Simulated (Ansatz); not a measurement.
# CH6ClSi radical (built from SMILES C[SiH2]Cl.[H]): a saddle search

Does the minimum-mode search get back to a saddle from here?

Computed with Ansatz 0.2.0, Gaussian basis. Level: revPBE-D4/def2-SVP, unrestricted.

The start, a known saddle point with all atoms moved at random by about 0.06 Å a coordinate: 9 atoms, charge 0, spin multiplicity 2.

Atoms are counted from 1 here; the program's logs count them from 0.

Bond lengths: Cl1–H4 1.399 Å, Si2–C3 1.964 Å, Si2–H5 1.432 Å, Si2–H6 1.514 Å, C3–H7 1.132 Å, C3–H8 1.054 Å, C3–H9 1.130 Å. Angles: C3–Si2–H5 109.1°, C3–Si2–H6 113.1°, H5–Si2–H6 107.5°, Si2–C3–H7 108.3°, Si2–C3–H8 107.2°, Si2–C3–H9 106.5°, H7–C3–H8 115.2°, H7–C3–H9 108.7°, H8–C3–H9 110.5°.

As a file:

```xyz
9
charge 0, multiplicity 2
Cl    1.0924    0.3600    1.9116
Si   -0.2211   -0.8043    0.2559
C    -0.3280    0.4664   -1.2373
H     1.8279    1.1202    2.8277
H     0.3635   -2.0255   -0.2103
H    -1.5738   -1.1429    0.8456
H    -0.8768    1.3898   -0.8795
H     0.6557    0.6320   -1.5775
H    -0.9462   -0.0338   -2.0407
```

The structure above is the start of the run; the results belong to its end.

```
                  quantity         value
                     steps             7
             energy change  -22.0 kJ/mol
        last largest force   0.0060 eV/Å
       RMSD from the start       0.066 Å
RMSD from the known saddle       0.034 Å
```

In words: It converged in 7 steps at a force tolerance of 0.1 eV/Å. It is back at the known saddle, up to the shift that another level brings.

**Question.** Which input and command would start the first run of this session?

One input that does so (others would too):

Contents of run/in.yaml:

```yaml
crystal:
  periodic: [false, false, false]
  atoms:
    - {symbol: Cl, position_ang: [1.092379, 0.360001, 1.911631]}
    - {symbol: Si, position_ang: [-0.221064, -0.804303, 0.255900]}
    - {symbol: C, position_ang: [-0.328002, 0.466403, -1.237323]}
    - {symbol: H, position_ang: [1.827857, 1.120241, 2.827706]}
    - {symbol: H, position_ang: [0.363473, -2.025524, -0.210340]}
    - {symbol: H, position_ang: [-1.573846, -1.142893, 0.845590]}
    - {symbol: H, position_ang: [-0.876791, 1.389779, -0.879549]}
    - {symbol: H, position_ang: [0.655681, 0.631995, -1.577473]}
    - {symbol: H, position_ang: [-0.946178, -0.033842, -2.040729]}
basis:
  gaussian: {orbitals: def2-SVP}
magnetization: {spin_polarized: true, initial_magnetization: 1}
hamiltonian: {xc: {name: revPBE}, dispersion: d4}
saddle:
  f_tol: 0.1
  max_steps: 40
  mode_guess:
    - [0.4875, 0.4655, 0.5514]
    - [-0.1644, -0.1724, -0.1677]
    - [-0.0160, -0.0008, -0.0330]
    - [-0.2068, -0.1888, -0.2321]
    - [-0.0096, -0.0708, -0.0537]
    - [-0.0850, -0.0553, -0.0333]
    - [0.0093, 0.0004, 0.0117]
    - [0.0028, -0.0144, -0.0026]
    - [-0.0179, 0.0366, -0.0408]
```

Command:

```
$ ansatz run in.yaml --threads 4 --pin off --events-out ev --progress --plain --max-ram 9574MiB
```
